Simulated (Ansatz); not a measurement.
Which isomer of H3NSSi gives these data?

These gas-phase data were calculated for one isomer of H3NSSi at PBE0-D4/def2-SVP (harmonic, unscaled wavenumbers; equilibrium rotational constants with average atomic masses):

```
rotational constants            : 37.74, 3.399, 3.185 GHz
all wavenumbers above 1500 cm⁻¹ : 3582, 2644, 1998
```

Candidates:

(1) `NS[SiH]`, a singlet
(2) `N[Si]S`, a singlet
(3) `[SiH]NS`, a singlet

Which structure fits?

Candidate (3). The band at 2644 cm⁻¹ lies where the S–H stretch is expected; (1) has no mode between 2500 and 2800 cm⁻¹. 1 mode lies between 3250 and 3800 cm⁻¹, one for each N–H bond, while (2) has 2.

The same quantities for all candidates:

|  | rotational constants (GHz) | wavenumbers above 1500 cm⁻¹ | E above the lowest, PBE0-D4/def2-SVP (kcal/mol) |
| --- | --- | --- | --- |
| (1) | 21.24, 4.318, 3.617 | 3620, 3505, 2004, 1561 | 50.7 |
| (2) | 18.18, 4.445, 3.572 | 3694, 3583, 2727, 1542 | 0.0 |
| (3) | 37.74, 3.399, 3.185 | 3582, 2644, 1998 | 51.2 |

Each candidate is one conformer. Programs: Ansatz 0.2.0.
